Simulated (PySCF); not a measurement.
```xyz
8
charge 0 multiplicity 1, angstrom
B     0.8736    0.0000    0.0000
B    -0.8736    0.0000    0.0000
H     0.0000    0.9821    0.0000
H     0.0000   -0.9821    0.0000
H     1.4535    0.0000    1.0400
H     1.4535    0.0000   -1.0400
H    -1.4535    0.0000    1.0400
H    -1.4535    0.0000   -1.0400
```

These are results of PySCF, PBE0, basis B def2-TZVP, H def2-TZVP (no relativity, density fitting), not measurements.

This geometry of B2H6 is a stationary point at this level.

Task: What is the point group?

Result: D2h.

Task: Is it a minimum?

Result: Yes: all harmonic wavenumbers are real.

Task: Which band is strongest in the infrared?

Result: 1724 cm⁻¹ (b1u), 404 km/mol.

Task: What are the dipole moment and the gap between the highest occupied and lowest empty levels?

Result: 0.00 D and 8.27 eV.

Task: Give the ideal-gas entropy at 298.15 K and 1 bar by parts.

Result: translation 150.4, rotation 72.5, vibration 9.6, spin 0.0; total 232.5 J/(mol K).

Only a few start shapes were tried, so a lower isomer may exist.
